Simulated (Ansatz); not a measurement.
Relaxation of C2H7FN2O (13 atoms, charge 0, multiplicity 1), to a largest force component of 0.015 eV/Å in at most 40 steps.

Computed with RKS B3LYP-D4/def2-mTZVP (Ansatz 0.2.0).

```xyz
13
Properties=species:S:1:pos:R:3
C 0.749 -0.645 1.359
N 0.812 0.298 0.212
C -0.440 0.488 -0.492
N -0.535 -0.587 -1.364
O -0.346 1.658 -1.218
F -1.454 0.598 0.358
H 1.712 -0.722 1.813
H 0.385 -1.578 1.052
H 0.038 -0.175 2.157
H 1.432 -0.111 -0.461
H 0.011 -0.215 -2.187
H 0.182 -1.258 -0.977
H 0.057 2.267 -0.581
```

Task: Where does it end, and by what steps?

Result: The forces met the threshold. The force dipped under the threshold on the way, but the program's further checks kept it going. After 14 steps the energy has fallen by 1.127 eV; H12 moved furthest, 0.83 Å.

| step | energy less start (eV) | largest force component (eV/Å) | accepted |
| --- | --- | --- | --- |
| 0 | 0.0000 | 3.134 | yes |
| 1 | -0.8137 | 1.238 | yes |
| 2 | -1.0349 | 0.631 | yes |
| 3 | -1.0936 | 0.523 | yes |
| 4 | -1.0811 | 0.566 | no |
| 5 | -1.1158 | 0.053 | yes |
| 6 | -1.1191 | 0.080 | yes |
| 7 | -1.1220 | 0.093 | yes |
| 8 | -1.1237 | 0.131 | yes |
| 9 | -1.1224 | 0.331 | no |
| 10 | -1.1257 | 0.054 | yes |
| 11 | -1.1250 | 0.225 | no |
| 12 | -1.1267 | 0.009 | yes |
| 13 | -1.1268 | 0.031 | yes |
| 14 | -1.1268 | 0.014 | yes |

```xyz
13
Properties=species:S:1:pos:R:3
C 0.791 -0.660 1.345
N 0.806 0.441 0.384
C -0.333 0.527 -0.515
N -0.614 -0.535 -1.435
O -0.203 1.673 -1.270
F -1.446 0.607 0.330
H 1.700 -0.612 1.943
H 0.741 -1.658 0.886
H -0.058 -0.546 2.014
H 1.645 0.402 -0.188
H 0.072 -0.547 -2.183
H -0.630 -1.434 -0.967
H 0.133 2.360 -0.673
```

Run time: 68 s on 2 threads of Arm Neoverse V1, on a shared host, peak memory 0.34 GiB.
